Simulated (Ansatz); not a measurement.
We consider hcp Ru, described by PBE (PAW; Ansatz, a program for electronic structure).

Run with plane-wave cutoff 520 eV, 16×16×10 k mesh (along the axes of the cell as run), Fermi–Dirac smearing 0.1 eV, perturbation theory, force constants from a 4×4×2 q mesh, no spin polarisation, scalar-relativistic PAW data made under PBE.

Computed at the level's own relaxed cell. Harmonic vibrational thermodynamics at fixed volume:

| T (K) | S_vib (J/K per mol of atoms) | C_V (J/K per mol of atoms) | F_vib (eV/atom) |
|---|---|---|---|
| 100 | 7.07 | 13.83 | 0.0334 |
| 300 | 28.63 | 23.21 | -0.0059 |
| 500 | 40.81 | 24.30 | -0.0788 |
| 700 | 49.04 | 24.61 | -0.1724 |
| 800 | 52.33 | 24.69 | -0.2250 |
| 900 | 55.25 | 24.74 | -0.2808 |
| 1000 | 57.85 | 24.78 | -0.3394 |

The crystal is taken as a harmonic solid at every temperature: melting, phase changes and thermal expansion are not seen, nor the electrons' share in a metal.
